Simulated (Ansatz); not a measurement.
Start from `CSCF` and change one atom or group to get `CSC(N)F`.

Ansatz, PBE0-D4/def2-TZVP geometries, multiplicity 1. Each molecule was computed in one conformer, which needn't be the lowest.

```csv
property,`CSCF`
LUMO energy (PBE0/def2-TZVPP) / eV,0.79
HOMO–LUMO gap (B3LYP/def2-TZVPP) / eV,7.20
HOMO–LUMO gap (PBE0/def2-TZVPP) / eV,7.72
LUMO energy (ωB97M-V/def2-TZVPP) / eV,2.62
HOMO energy (ωB97M-V/def2-TZVPP) / eV,-9.16
size of the dipole moment (PBE/def2-TZVPP) / D,1.64
```

Problem. Give the same properties after the change, and the shifts. (Estimate.)

Solution. Ansatz gave: 
```
                                      property  `CSC(N)F`  shift
            LUMO energy (PBE0/def2-TZVPP) / eV       0.63  -0.16
         HOMO–LUMO gap (B3LYP/def2-TZVPP) / eV       6.79  -0.41
          HOMO–LUMO gap (PBE0/def2-TZVPP) / eV       7.31  -0.41
         LUMO energy (ωB97M-V/def2-TZVPP) / eV       2.34  -0.28
         HOMO energy (ωB97M-V/def2-TZVPP) / eV      -8.93   0.23
size of the dipole moment (PBE/def2-TZVPP) / D       0.87  -0.77
```

With PBE0 the HOMO rises by 0.24 eV and the LUMO falls by 0.16 eV, so the gap narrows by about 0.40 eV. PBE moves the HOMO by 0.27 eV and ωB97M-V by 0.23 eV. Dipoles are sizes alone; their direction can turn.

B3LYP here is the variant with VWN-RPA as its local correlation; programs differ in this.
